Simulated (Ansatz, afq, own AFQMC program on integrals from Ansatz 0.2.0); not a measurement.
Two steps: Ansatz 0.2.0 writes the Fock matrix and Cholesky factors of the valence space, and afq projects on them the lowest state that overlaps trial and start.

```yaml
crystal:
  periodic: [false, false, false]
  atoms:
    - {symbol: Ge, position_ang: [0.000000, 0.000000, 0.282333]}
    - {symbol: B, position_ang: [0.000000, 0.000000, -1.691224]}
    - {symbol: H, position_ang: [0.000000, 1.255258, 1.166980]}
    - {symbol: H, position_ang: [0.000000, -1.255258, 1.166980]}
    - {symbol: H, position_ang: [0.000000, 1.042369, -2.270633]}
    - {symbol: H, position_ang: [0.000000, -1.042369, -2.270633]}
basis:
  gaussian: {orbitals: 6-31G}
total_charge: 1
magnetization: {spin_polarized: false}
correlation: {method: ccsd_t, electrons: outside_noble_gas, hamiltonian_folder: ham}
```

```sh
$ ansatz run in.yaml --threads 1 --pin off --events-out ev --progress --plain --max-ram 24576MiB --backend cuda --devices 0, --max-vram 18GiB
```

afq runs on the folder ham with

```
--method phaseless --trial hf --walkers 4000 --populations 20 --least-time 40 --time-step 0.005 --steps-per-block 20 --equilibration-blocks 112 --max-blocks 4000 --target-error 0.0009500 --factor-cut 1e-05 --seed 1403 --taylor-order 6
```

Times are imaginary, in 1/Eh. The walk had a cap of 49 s. With eight or more populations the least sampling time is a fifth of least-time, and the error comes from their spread. Filled inner d shells are frozen with the cores.

Output of the walk:

```
orbitals 31  electrons 5 5  factors 260 of 504
reference energy -2101.68099018 Eh
CCSD correlation -0.11865716 Eh in 10 cycles, weight of the determinant in the CISD state 0.9260
energy of the start -2101.680990 Eh
 block  time / (1/Eh)  mean weight  energy / Eh
     1     0.100  1.0005  -2101.700792
     2     0.200  1.0005  -2101.716127
     3     0.300  1.0007  -2101.729499
     4     0.400  1.0006  -2101.738970
     5     0.500  1.0008  -2101.747645
     7     0.700  1.0003  -2101.761950
     9     0.900  1.0004  -2101.770782
    13     1.300  1.0001  -2101.783781
    21     2.100  0.9999  -2101.796318
    25     2.500  0.9999  -2101.799415
    29     2.900  0.9998  -2101.800547
    37     3.700  0.9999  -2101.801003
    45     4.500  1.0000  -2101.799931
    53     5.300  0.9998  -2101.803373
    61     6.100  1.0001  -2101.804021
    69     6.900  0.9998  -2101.803836
    77     7.700  1.0000  -2101.805623
    85     8.500  1.0002  -2101.801128
    93     9.300  1.0002  -2101.802094
   101    10.100  0.9999  -2101.802593
   109    10.900  1.0002  -2101.803296
   117    11.700  1.0001  -2101.801213
   125    12.500  1.0000  -2101.800748
   133    13.300  1.0001  -2101.800361
   141    14.100  0.9999  -2101.801955
   145    14.500  1.0002  -2101.805956
   149    14.900  1.0000  -2101.805744
   157    15.700  1.0000  -2101.804636
   165    16.500  0.9997  -2101.804017
   173    17.300  0.9997  -2101.804530
   181    18.100  0.9998  -2101.804606
   189    18.900  0.9999  -2101.802246
error from the spread of 20 populations
energy -2101.803499 +/- 0.000678 Eh
(rows thinned)
```

The run passed its tests (sampling time, drift between the halves within three errors, error under three times the target), which doesn't prove that it has relaxed.

Against this walk (error 18.4 meV) on the same determinant: CCSD(T) 53.0 meV higher, the released energy of a separate walk with a CISD trial 35.9 ± 18.5 meV higher (within the noise), a separate phaseless walk with a CISD trial and standard settings 37.1 ± 18.5 meV higher. The error is statistical and leaves out the bias of the constraint.

Cautions: constraint bias not in the error; no relativity below Rb; no spin-orbit coupling; inner d shell frozen.

The walk took 10 s on 1 × NVIDIA H100 80GB HBM3 with 2 threads of AMD EPYC 7R13 Processor (Zen 3), on a shared host (the card was shared). The log's last line is the phaseless energy.

A walk keeps the symmetry of its determinant, which the program's search chose and which needn't be the lowest solution, so a lower state of the same spin and another symmetry isn't excluded.
